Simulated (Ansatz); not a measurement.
We consider fluorite SrCl2, described by PBE0 (Ansatz, an electronic-structure program, plane waves, PAW).

Settings: plane-wave cutoff 520 eV, 6×6×6 k mesh, scalar-relativistic PAW data made under PBE.

Computed at the level's own relaxed cell.

Hill averages of the elastic tensor: K = 35.8 GPa, G = 14.4 GPa. Volume 28.614 Å³/atom, mean atomic mass 52.842 u.

Q: Work out the density, the sound velocities of a polycrystal and the elastic Debye temperature at this level.

A: ρ = 1.66054 × 52.842/28.614 = 3.067 g/cm³. v_l = √[(K + 4G/3)/ρ] = 4.235 km/s and v_t = √(G/ρ) = 2.167 km/s. The mean follows from 3/v_m³ = 1/v_l³ + 2/v_t³: v_m = 2.428 km/s. Θ_D = (ħ/k_B) v_m (6π²/V)^(1/3) = 76.38 K Å s/km × 2.428 × 1.2744 Å⁻¹ = 236 K, counting all atoms of the cell.
